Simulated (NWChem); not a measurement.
# B, doublet

Results from NWChem. Spin-unrestricted. The open p shell is one determinant without spherical averaging. No stability test was run on the SCF state.

Q: Order these by “lowest empty minus highest occupied level, either spin (eV)”, lowest first: B3LYP/aug-pcseg-1; B3LYP/STO-3G; B3LYP/def2-SVP.

A: B3LYP/aug-pcseg-1 (2.44), B3LYP/def2-SVP (2.53), B3LYP/STO-3G (3.16)
